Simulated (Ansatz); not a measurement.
# AlHF+ (singlet): the correlation ladder, cc-pVDZ

The task here is to estimate one member of a computed series from the others.

The runs use Ansatz 0.2.0, Gaussian basis; cc-pVDZ, core rule «outside noble gas», up to 6 orbitals frozen.

Plan: UHF; CCSD(T) on RHF; BCCD(T) on RHF; CISD; CCSDT(Q) on RHF; CCSDTQ on RHF.

14 further runs of the same task are left out: 10 for a known fault of the program, 4 set aside as unsound or not needed.

## The geometry

The geometry is a PBE0/def2-TZVP stationary point (not a proven minimum) of the parent state, kept for this charge and spin.

3 atoms, charge 1, spin multiplicity 1.

Atoms are counted from 1 here; the program's logs count them from 0.

Bond lengths: Al1–F2 1.656 Å, Al1–H3 1.607 Å. Angles: F2–Al1–H3 115.4°.

Set-up of the first run:

The input, in.yaml:

```yaml
crystal:
  periodic: [false, false, false]
  atoms:
    - {symbol: Al, position_ang: [0.000000, -0.115297, 0.645226]}
    - {symbol: F, position_ang: [0.000000, 0.098231, -0.996846]}
    - {symbol: H, position_ang: [0.000000, 1.234843, 1.517246]}
basis:
  gaussian: {orbitals: cc-pVDZ}
total_charge: 1
magnetization: {spin_polarized: true, initial_magnetization: 0}
hamiltonian: {xc: hf}
output: {orbitals: {seedname: orbitals}}
```

Started as:

```console
ansatz run in.yaml --threads 1 --pin off --events-out ev --progress --plain --max-ram 4096MiB --backend cpu
```

Among the steps run: UHF; CCSD(T) on RHF; BCCD(T) on RHF; CISD; CCSDT(Q) on RHF; CCSDTQ on RHF.

One table of the session follows, with a row left open; its other results are not shown here.

It belongs to the step «Misses and costs». 

| method | from RCCSDTQ (kJ/mol) |
| --- | --- |
| RHF | +676.1 |
| RMP2 | +42.1 |
| CISD | +54.0 |
| RCCSD | +14.9 |
| RCCSD(T) | +2.5 |
| BCCD(T) | +2.0 |
| RCCSDT | +1.4 |
| RCCSDT(Q) | ? |
| RCCSDTQ | 0 |

Q: Estimate the row for RCCSDT(Q) from the others.

As computed: from RCCSDTQ (kJ/mol): -0.3. In the column «from RCCSDTQ (kJ/mol)» it is the lowest.
